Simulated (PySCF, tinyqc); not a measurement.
Inside a calculation. Method: harmonic frequencies on the RHF/sto-3g surface (energies and gradients from PySCF), for BH, spin multiplicity 1. The lowest restricted solution is unstable here: a spin-polarised one lies 0.0112 hartree lower (PySCF). One step of it, computed by the program tinyqc.

Task: Normal modes. Diagonalise H_ij / sqrt(m_i m_j); the 5 smallest eigenvalues belong to translations and rotations; wavenumber = sqrt(eigenvalue / 1822.888) x 219474.63; each mode has its largest component positive (the first on a tie); zero-point energy = sum of wavenumbers / 2, with 349.755 1/cm per kcal/mol.

Hessian (symmetrised) (hartree/bohr^2), lower triangle:
```
             1Bx          1By          1Bz          2Hx          2Hy         2Hz
1Bx  -0.00001091
1By   0.00000000  -0.00001091
1Bz   0.00000000   0.00000000   0.30112775
2Hx   0.00001091   0.00000000   0.00000000  -0.00001091
2Hy   0.00000000   0.00001091   0.00000000   0.00000000  -0.00001091
2Hz   0.00000000   0.00000000  -0.30112775   0.00000000   0.00000000  0.30112775
```

masses (u): 1B 11.009305, 2H 1.007825

Give: eigenvalues of the mass-weighted Hessian; harmonic wavenumbers of the vibrations; mass-weighted modes; zero-point energy.

Result:

eigenvalues of the mass-weighted Hessian (hartree/(bohr^2 u)): 0.000  0.000  0.000  0.000  0.000  0.326

harmonic wavenumbers of the vibrations (1/cm): 2935.7

mass-weighted modes:
```
     mode 1
1Bx   0.000
1By   0.000
1Bz  -0.290
2Hx   0.000
2Hy   0.000
2Hz   0.957
```

zero-point energy = 4.197 kcal/mol
